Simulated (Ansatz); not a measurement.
## C₄H₇N, SMILES CC1=NCC1: a ladder of methods at one geometry, step by step

With the Ansatz DFT code, driven from Python.

Interactive session:
```pycon
>>> from pathlib import Path
>>> import warnings
>>> import ansatz
>>> import numpy as np
>>> warnings.simplefilter("ignore", ansatz.DeckWarning)
>>> geometry_ang = [
...     ("C", (-1.7803, 0.2063, 0.0265)),
...     ("C", (-0.3713, 0.1935, 0.1368)),
...     ("N", (0.4101, 0.893, 0.8499)),
...     ("C", (1.7074, 0.1942, 0.3589)),
...     ("C", (0.7, -0.6528, -0.5175)),
...     ("H", (-2.252, -0.7012, 0.2917)),
...     ("H", (-2.2085, 1.0282, 0.6731)),
...     ("H", (-2.058, 0.4915, -1.0275)),
...     ("H", (2.3266, 0.854, -0.1377)),
...     ("H", (2.1682, -0.363, 1.1686)),
...     ("H", (0.7813, -0.5004, -1.5571)),
...     ("H", (0.6534, -1.6984, -0.2317)),
... ]
>>> geometry = ansatz.Crystal.molecule()
>>> for symbol, xyz in geometry_ang:
...     geometry = geometry.atom(symbol, xyz)
...
>>> job = geometry.calculation().basis(gaussian="cc-pVDZ")
>>> print("functional    E (Ha)        dipole (D)   HOMO (eV)  LUMO (eV)")
functional    E (Ha)        dipole (D)   HOMO (eV)  LUMO (eV)
>>> for name in ["pbe", "hse06", "b3lyp", "hf", "blyp", "lc_wpbe"]:
...     summary = job.functional(name).forces().orbitals().run(threads=1, backend="cpu", runs_dir="runs").report
...     lines = Path(summary["orbitals_path"]).read_text().splitlines()
...     field_of = lambda key: [line.split("=")[1].strip() for line in lines if line.startswith(key)]
...     orbitals = [(27.211386 * float(e), s, float(n)) for e, s, n in zip(field_of("Ene="), field_of("Spin="), field_of("Occup="))]
...     homo = max(e for e, _, n in orbitals if n > 0.5)
...     lumo = min(e for e, _, n in orbitals if n < 0.5)
...     dipole = 4.803205 * np.linalg.norm(summary["charge_distribution"]["dipole_moment_e_ang"])
...     print(f"{name:10s} {summary['free_energy_ev'] / 27.211386246:14.6f} {dipole:9.3f} {homo:11.3f} {lumo:10.3f}")
...
pbe           -211.053079     2.102      -4.861     -0.407
hse06         -211.070776     2.199      -5.982      0.315
b3lyp         -211.332157     2.156      -6.119      0.482
hf            -209.943639     2.409     -10.012      4.837
blyp          -211.220541     2.070      -4.729     -0.245
lc_wpbe       -211.197322     2.252      -9.220      3.158
```

Notes:
- Total energies depend on the basis set; only differences at equal settings carry meaning.
- The geometry is a force-field or estimated start, not a minimum of this method, and the basis set is short of its limit. A lower total doesn't mark the better method: functionals have no common bound, and MP2 and coupled cluster aren't variational.
- b3lyp holds the VWN-RPA fit, as in Gaussian; the form of ORCA and Turbomole is b3lyp5.
- Levels such as HOMO and LUMO are orbital energies: with these approximate functionals they aren't the ionisation energy and electron affinity, and their gap isn't the fundamental gap.
- hse06 follows the composition of plane-wave codes, whose totals differ by tens of mHa, up to about 0.1 Ha, from the form usual in Gaussian-basis programs (wpbeh).
- Timing: 28 s on 1 thread of Arm Neoverse V1, on a shared host, peak memory 0.27 GiB.
